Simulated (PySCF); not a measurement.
Input of a run (PBE0-D3(BJ)/def2-SVP geometry optimisation, gas phase (PySCF 2.14.0)), started from MMFF94s:
```
{"job": {"xc": "PBE0", "basis": "def2-SVP", "d3": "d3bj", "grid": 1, "kind": "geom"}, "charge": 0, "multiplicity": 1}
C      1.583738    -0.732413     0.504979
C      0.668759    -0.363233    -0.647569
C      0.157544     1.042189    -0.461405
N     -1.013813     1.405650    -0.065630
C     -1.997707     0.380994     0.245153
H      1.991481    -1.737800     0.362504
H      1.042754    -0.712325     1.456883
H      2.420881    -0.030698     0.584025
H      1.230180    -0.388207    -1.587608
H     -0.146828    -1.084749    -0.729677
H      0.888680     1.844388    -0.664940
H     -1.629250    -0.323686     0.997677
H     -2.890078     0.859693     0.660723
H     -2.306342    -0.159804    -0.655116
```

Output (energies in Eh, forces in Eh/bohr):
```
step   0  E = -212.16026033  max force = 0.030541
step   1  E = -212.16180796  max force = 0.003668
step   2  E = -212.16192094  max force = 0.003539
step   3  E = -212.16198172  max force = 0.001535
step   4  E = -212.16199407  max force = 0.001629
step   5  E = -212.16203556  max force = 0.002264
step   6  E = -212.16212174  max force = 0.001897
step   7  E = -212.16257372  max force = 0.006634
step   8  E = -212.16283619  max force = 0.004573
step   9  E = -212.16303481  max force = 0.002794
step  10  E = -212.16308949  max force = 0.002698
step  11  E = -212.16315057  max force = 0.000415
step  12  E = -212.16316239  max force = 0.000172
optimisation converged
```

Q: Summarise the run.

A: The energy falls by 7.6 kJ/mol over 13 energy and gradient evaluations, the largest force component goes from 0.0305 to 1.7e-04 Eh/bohr, and the atoms move by 0.487 Å rms after alignment. The bond that changes most is C3=N4 (imine carbon to imine nitrogen), which shortens by 0.022 Å. Bonds longer at the end by more than 0.005 Å: 9 of 13; shorter: 2. Among the angles that change most is N4–C5–H12, from 111.9° to 116.7°. Among the dihedrals that turn most is C3–N4–C5–H12, from 56° to 4°. The energy never rose by more than 1e-6 Eh on the way. The first step brought 53 % of the lowering.

Q: What are the final bond lengths?

A: C1–C2 1.525 Å, C2–C3 1.505 Å, C3=N4 1.267 Å, N4–C5 1.434 Å, C1–H6 1.100 Å, C1–H7 1.101 Å, C1–H8 1.102 Å, C2–H9 1.105 Å, C2–H10 1.100 Å, C3–H11 1.106 Å, C5–H12 1.106 Å, C5–H13 1.102 Å, C5–H14 1.103 Å. Numbering counts from 1 in the input's order; the species is `CC/C=N\C`.

The run used 115 basis functions and 86 SCF cycles in all. Time: 70 s of wall time; peak memory 0.46 GiB. Hardware: an Intel Xeon Platinum 8259CL at 2.50 GHz with one thread, no GPU, on a shared host.

Whether it is a minimum is left open (no frequencies). The numbers are those of one conformer.
